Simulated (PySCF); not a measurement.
## Ne: ionisation energy

Ne [Ne] (1S) → Ne⁺ [He] 2s2 2p5 (2P), as a difference of total energies. All numbers are calculated (PySCF 2.14, no relativity, point nucleus, in aug-cc-pVTZ with one added diffuse shell each of s, p, d, f type (6s5p4d3f, 62 functions)). Correlated levels: valence: 1s2 frozen. The calculations carry no spin-orbit coupling.

```csv
method,ionisation energy (eV)
UHF,19.688
LDA,22.208
r2SCAN,21.507
B97-3,21.587
BHandHLYP,21.290
TPSS,21.501
PBEsol,21.704
MP2 (valence),21.664
SCS-MP2 (valence),21.516
```

**Question.** Estimate what PBE gives.

**Answer.** 21.676 eV, closest to MP2 (valence) among the rows shown.

**Question.** Estimate what PBE0 gives.

**Answer.** 21.469 eV, closest to TPSS among the rows shown.

Errors of the correlated levels include the incompleteness of this basis and the frozen core.

For comparison: 21.597 eV (measured; NIST levels, between the centres of gravity of the two terms).
